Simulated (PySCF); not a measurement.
Gas-phase reaction: 2 O + 2 C3H4 (propyne) ⇌ C4H8 (isobutene) + 2 CO

Energies from PySCF (xtb for GFN2), thermal terms from the rigid-rotor harmonic-oscillator model, ideal gas at 1 bar. The comparison is the NASA 1993 polynomial table, which mixes measured and estimated data. † marks an energy on the PBE0/def2-TZVP geometry and frequencies; other levels use their own. Open shells (unrestricted): O (multiplicity 3); the rest are closed-shell singlets. GFN2 has no spin-polarisation term. Spin-orbit splitting is ignored; it lowers the true energy and changes the entropy of O.

Levels: a) PBE0/def2-SVP†; b) HF/def2-TZVP†; c) PBE0/def2-TZVP; d) GFN2-xTB; e) BLYP/def2-TZVP†.

### Question
Order the levels by the distance of their ΔH°(298 K) from the table for this reaction, closest first.

### Answer
e (+6 kJ), a (+24 kJ), c (+39 kJ), d (-341 kJ), b (+358 kJ)

The table gives -1106 kJ. The order holds for this reaction alone, and for the 1993 entries, some of which have been revised since.
